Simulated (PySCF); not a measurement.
Run record: geometry optimisation, difluorophosphane (`FPF`).

Computed with PBE0-D3(BJ)/def2-TZVP geometry optimisation, gas phase (PySCF 2.14.0). Start geometry: GFN2-xTB. A driver script takes a list of jobs; this job's settings line and coordinates (Å) are shown.

Command:
```bash
OMP_NUM_THREADS=1 python probes_run.py task.json out
```

Input:
```
{"job": {"xc": "PBE0", "basis": "def2-TZVP", "d3": "d3bj", "grid": 2, "shake": 0.01, "kind": "geom"}, "charge": 0, "multiplicity": 1}
F     -1.127650    -0.732740    -0.202640
P     -0.007690     0.071360     0.619650
F      1.206700    -0.572570    -0.214560
H     -0.033360     1.208580    -0.235460
```

Output:
```
step   0  E = -541.46776306  max force = 0.029458
step   1  E = -541.46522842  max force = 0.044223
step   2  E = -541.46959137  max force = 0.018766
step   3  E = -541.47048650  max force = 0.002700
step   4  E = -541.47057354  max force = 0.001155
step   5  E = -541.47057762  max force = 0.000309
optimisation converged
```

Energies in Eh; «max force» is the largest Cartesian gradient component in Eh/bohr.

**Question.** Give the first gradient maximum in eV/Å.

**Answer.** With 1 Eh/bohr = 51.422 eV/Å, 1.515 eV/Å.

**Question.** How much energy does the optimisation release, in kcal/mol?

**Answer.** E(step 0) − E(last step) = 0.002815 Eh, which is 1.8 kcal/mol.

In short: final energy -541.47058 Eh after 5 steps; dipole 1.30 D.

**Question.** Give the final coordinates.

**Answer.** 0.048 Å rms from the input after alignment:
```
atom  x, y, z in Å
F1    -0.8841    0.1994    1.0251
P2     0.4554    0.3150    0.1813
F3     0.6550   -1.2142   -0.1919
H4    -0.1892    0.6725   -1.0486
```

**Question.** Estimate the wall time. Hardware: AMD EPYC 9R45, one thread (shared host). And the peak memory of the process?

**Answer.** About 8.6 s, with 0.41 GiB resident at the peak, the Python interpreter and its libraries included.
Labels such as C1 count atoms from 1, the log's own numbers from 0.
